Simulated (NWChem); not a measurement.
Which level was it?

SiH3Cl: 5 atoms, total charge 0, spin state singlet. SMILES: `[H][Si]([H])([H])Cl`. The coordinates come from a GFN2-xTB relaxation.

| atom | x (Å) | y (Å) | z (Å) |
| --- | --- | --- | --- |
| Si | 0.0003 | 0.0019 | -0.1294 |
| Cl | 0.0107 | -0.0208 | 1.8806 |
| H | 1.3823 | 0.0112 | -0.5949 |
| H | -0.7007 | 1.2037 | -0.5665 |
| H | -0.6925 | -1.1960 | -0.5898 |

A calculation with NWChem 7.3.0 gave:

- total energy: -751.5042 Eh
- dipole moment: 1.65 D
- HOMO energy: -10.41 eV
- LUMO energy: 0.45 eV
- HOMO–LUMO gap: 10.86 eV
- largest force: 1.273 eV/Å

Q: Which of these levels gave the numbers?
A. PBE0/def2-SVP
B. B3LYP/6-31G* (spherical functions)
C. HF/def2-SVP
D. CAM-B3LYP/6-31+G* (spherical functions)

A: D. The others give -751.5237 Eh (B3LYP/6-31G* (spherical functions)), -751.0113 Eh (PBE0/def2-SVP), -749.9812 Eh (HF/def2-SVP).
